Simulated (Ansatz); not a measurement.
Cartesian coordinates in Å:
```
O 0.5894 1.8791 0.3368
C 0.8870 0.7366 0.5697
C 0.1267 -0.4287 0.0975
F 0.6135 -1.6160 0.4583
C -0.9742 -0.3180 -0.6405
F -1.6521 -1.3662 -1.0612
H 1.7777 0.4664 1.1720
H -1.3679 0.6468 -0.9325
```

Charge 0, multiplicity 1.

Question: List the B3LYP/def2-TZVPP orbital energies in eV (Ansatz). (Estimate.)

Answer: Ansatz gave: Occupied: -673.14, -672.83, -521.07, -280.20, -280.00, -279.89, -34.84, -34.35, -29.35, -22.40, -19.15, -16.97, -16.12, -15.18, -14.27, -13.98, -13.37, -12.96, -12.04, -11.52, -11.38, -7.95, -7.91. Lowest empty: -2.52, 0.67, 1.25, 1.84, 2.08, 3.23, 3.75, 4.87.

B3LYP here is the variant with VWN-RPA as its local correlation; programs differ in this.
